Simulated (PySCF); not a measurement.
These are PBE-D3(BJ)/def2-TZVP // r2SCAN-D4/def2-SVP in PySCF 2.14.0 values and carry that method's errors. All species are isolated molecules in the gas phase. 

Reference species (SMILES): `[NH2]` (neutral, multiplicity 2).

```yaml
dipole_moment: 1.92 D
```

Changed species: `[OH]` (free radical OH; the reference has free radical NH2).

### Question
Give the shifts of the dipole moment.

### Answer
the dipole moment falls by 0.19 D, to 1.73 D.
